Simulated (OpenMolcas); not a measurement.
**SiH2 (SMILES [SiH2]): levels of theory compared**

Wanted: a comparison of 6 runs (BHLYP/aug-cc-pVTZ, PBE0/aug-cc-pVTZ, r2SCAN/aug-cc-pVTZ, revPBE/aug-cc-pVTZ, MP2/aug-cc-pVTZ, CCSD(T)/aug-cc-pVTZ) of SiH2. 

Program for the calculation: OpenMolcas 26.06.

1 further run of the same task is left out (set aside as unsound or not needed).

## Step 1: Starting point

SiH2 has 3 atoms, charge 0, and is taken as a singlet. SMILES: `[SiH2]`. The shape is that of a PBE0-D4/def2-TZVP optimisation.

Bond lengths: Si1–H2 1.525 Å, Si1–H3 1.525 Å. Angles: H2–Si1–H3 91.2°.

## Step 2: Energy and gradient at BHLYP/aug-cc-pVTZ (run 1)

Input file mol.xyz:

```xyz
3

Si    -0.491200     0.468600    -0.213600
H      0.840300     0.578600     0.522500
H     -0.349100    -1.047200    -0.308900
```

Input file mol.input:

```
>>> EXPORT MOLCAS_PRINT=2

&GATEWAY
  BasLib=$CurrDir
  Coord=mol.xyz
  Basis=aug-cc-pVTZ
  Group=NoSym

&SEWARD
  GridInput
  Grid=UltraFine
  End of Grid

&SCF
  KSDFT=HYB_GGA_XC_BHANDHLYP
  Thresholds=1e-10 1e-07 1e-07 1e-05
  PrOrbitals=1 1

&ALASKA
```

The basis set aug-cc-pVTZ is read from a file made from the Basis Set Exchange's data (not shown).

Launch:

```sh
$ export MOLCAS_MEM=1860
$ pymolcas mol.input > mol.log
```

Standard output:

```text
--- Start Module: gateway ---
[...]
--- Stop Module: gateway /rc=_RC_ALL_IS_WELL_ ---
[...]
      Basis functions           96
[...]
--- Start Module: scf ---
[...]
       Convergence after   9 Iterations
[...]
::    Total KS-DFT energy                            -290.6195364468
[...]
      Total spin, S                                     0.0000000000
[...]
      Total electronic charge=   16.000000
      Total            charge=   -0.000000
[...]
      Dipole Moment (debye):
      Origin of the operator (angstrom)=   -0.4417    0.4214   -0.1921
                   X=  8.2657E-02               Y= -7.8783E-02               Z=  3.5952E-02           Total=  1.1971E-01
      Quadrupole Moment (debye*angstrom):
[...]
--- Stop Module: scf /rc=_RC_ALL_IS_WELL_ ---
[...]
--- Start Module: alaska ---
[...]
 *              Molecular gradients               *
 **************************************************
  Irreducible representation: a
 ------------------------------------------------------------------------------------------
                              X                       Y                       Z
 ------------------------------------------------------------------------------------------
  SI1              -4.45381848190340E-03    4.25671251148252E-03   -1.93586893516118E-03
  H2                3.22379158563013E-03   -7.60872257306644E-04    1.66531372938716E-03
  H3                1.23002689627558E-03   -3.49584025417116E-03    2.70555205770240E-04
 ------------------------------------------------------------------------------------------
--- Stop Module: alaska /rc=_RC_ALL_IS_WELL_ ---
[...]
```

Run time: 23 s. Hardware: 1 thread of Intel Xeon Platinum 8259CL at 2.50GHz (Skylake/Cascade Lake), shared host; peak memory 0.53 GiB.

## Step 3: Energy and gradient at PBE0/aug-cc-pVTZ (run 2)

Input file job.inp:

```
&gateway
baslib=$CurrDir
coord
3
angstrom
Si      -0.491200       0.468600      -0.213600
H        0.840300       0.578600       0.522500
H       -0.349100      -1.047200      -0.308900
basis=aug-cc-pVTZ
group=NoSym
&seward
gridinput
Grid=UltraFine
End of Grid
&scf
ksdft=PBE0
thresholds=1e-10 1e-07 1e-07 1e-05
prorbitals=1 2
&alaska
```

The basis set aug-cc-pVTZ is read from a file made from the Basis Set Exchange's data (not shown).

Launch:

```sh
$ export MOLCAS_MEM=1860
$ pymolcas job.inp > job.log
```

Standard output:

```text
--- Start Module: gateway ---
[...]
--- Stop Module: gateway /rc=_RC_ALL_IS_WELL_ ---
[...]
      Basis functions           96
[...]
--- Start Module: scf ---
[...]
       Convergence after  10 Iterations
[...]
::    Total KS-DFT energy                            -290.4900315189
[...]
      Total spin, S                                     0.0000000000
[...]
      Total electronic charge=   16.000000
      Total            charge=   -0.000000
[...]
      Dipole Moment (debye):
      Origin of the operator (angstrom)=   -0.4417    0.4214   -0.1921
                   X=  1.3362E-01               Y= -1.2740E-01               Z=  5.8111E-02           Total=  1.9355E-01
      Quadrupole Moment (debye*angstrom):
[...]
--- Stop Module: scf /rc=_RC_ALL_IS_WELL_ ---
[...]
--- Start Module: alaska ---
[...]
 *              Molecular gradients               *
 **************************************************
  Irreducible representation: a
 ------------------------------------------------------------------------------------------
                              X                       Y                       Z
 ------------------------------------------------------------------------------------------
  SI1               8.12935662194203E-04   -7.67561956742879E-04    3.54415045732859E-04
  H2               -8.15446995565683E-04   -1.70316557648986E-04   -4.62525029750083E-04
  H3                2.51133336829149E-06    9.37878514394974E-04    1.08109984018168E-04
 ------------------------------------------------------------------------------------------
--- Stop Module: alaska /rc=_RC_ALL_IS_WELL_ ---
[...]
```

It took 27 s on 1 thread of Intel Xeon Platinum 8259CL at 2.50GHz (Skylake/Cascade Lake), shared host; peak memory 0.53 GiB.

Runs 3 to 5 aren't shown in full; the table further down has their settings and results.

## Step 4: The energy at CCSD(T)/aug-cc-pVTZ (Cholesky decomposition) (run 6)

Input file coord.xyz:

```xyz
3

Si    -0.491200     0.468600    -0.213600
H      0.840300     0.578600     0.522500
H     -0.349100    -1.047200    -0.308900
```

Input file job.inp:

```
&GATEWAY
 BASLIB=$CurrDir
 COORD=coord.xyz
 BASIS=aug-cc-pVTZ
 GROUP=NoSym

&SEWARD
 HIGH

&SCF
 THRESHOLDS=1e-10 1e-07 1e-07 1e-05
 PRORBITALS=0

&CHCC
 FROZEN=5
 THRESHOLD=1e-08
 MAXITERATIONS=80

&CHT3
 FROZEN=5
```

The basis set aug-cc-pVTZ is read from a file made from the Basis Set Exchange's data (not shown).

Launch:

```sh
$ export MOLCAS_MEM=1860
$ pymolcas job.inp > job.log
```

Standard output:

```text
--- Start Module: gateway ---
[...]
--- Stop Module: gateway /rc=_RC_ALL_IS_WELL_ ---
[...]
      Basis functions           96
[...]
       Convergence after   9 Iterations
[...]
::    Total SCF energy                               -290.0304624987
[...]
      Total spin, S                                     0.0000000000
[...]
      Total electronic charge=   16.000000
      Total            charge=   -0.000000
[...]
      Dipole Moment (debye):
      Origin of the operator (angstrom)=   -0.4417    0.4214   -0.1921
                   X=  1.6961E-01               Y= -1.6172E-01               Z=  7.3762E-02           Total=  2.4569E-01
      Quadrupole Moment (debye*angstrom):
[...]
--- Start Module: chcc ---
[...]
--- Stop Module: chcc /rc=_RC_ALL_IS_WELL_ ---
[...]
--- Start Module: cht3 ---
[...]
--- Stop Module: cht3 /rc=_RC_ALL_IS_WELL_ ---
[...]
```

Wall time 2.6 min (1 thread of Intel Xeon Platinum 8259CL at 2.50GHz (Skylake/Cascade Lake), shared host); peak memory 0.15 GiB.

## Step 5: Overview of the runs

```tsv
run	level	task	integration grid	energy (Eh)	dipole moment (D) of the reference	HOMO energy (eV)	LUMO energy (eV)	wall time
1	BHLYP/aug-cc-pVTZ	gradient	UltraFine	-290.619536	0.12	-7.82	-2.17	23 s
2	PBE0/aug-cc-pVTZ	gradient	UltraFine	-290.490032	0.19	-6.89	-3.14	27 s
3	r2SCAN/aug-cc-pVTZ	gradient	UltraFine	-290.582620	0.23	-6.05	-3.85	35 s
4	revPBE/aug-cc-pVTZ	gradient	UltraFine	-290.559410	0.16	-5.84	-3.99	27 s
5	MP2/aug-cc-pVTZ	energy	–	-290.141898	0.25	-9.25	-0.08	12 s
6	CCSD(T)/aug-cc-pVTZ (Cholesky decomposition)	energy	–	-290.172831	0.25	-9.25	-0.08	2.6 min
```

## Step 6: Summary of results

| quantity | value |
| --- | --- |
| run 6: total energy | -290.17283 Eh |
| run 6: dipole moment (mean-field density) | 0.25 D |
| run 6: HOMO energy (Hartree–Fock orbitals) | -9.25 eV |
| run 6: LUMO energy (Hartree–Fock orbitals) | -0.08 eV |
| run 6: HOMO–LUMO gap (Hartree–Fock orbitals) | 9.16 eV |
| run 6: correlation energy (5 core orbitals frozen) | -142.4 mEh |
| run 6: (T) correction | -3.93 mEh |

What this shows: Over runs 1, 2, 3, 4 the dipole moment (its size) runs from 0.12 D (BHLYP/aug-cc-pVTZ) to 0.23 D (r2SCAN/aug-cc-pVTZ). Over runs 1, 2, 3, 4 the HOMO–LUMO gap runs from 1.86 eV (revPBE/aug-cc-pVTZ) to 5.65 eV (BHLYP/aug-cc-pVTZ). Totals of different functionals can't be ranked against each other. All runs together took 4.6 min, the longest 2.6 min.
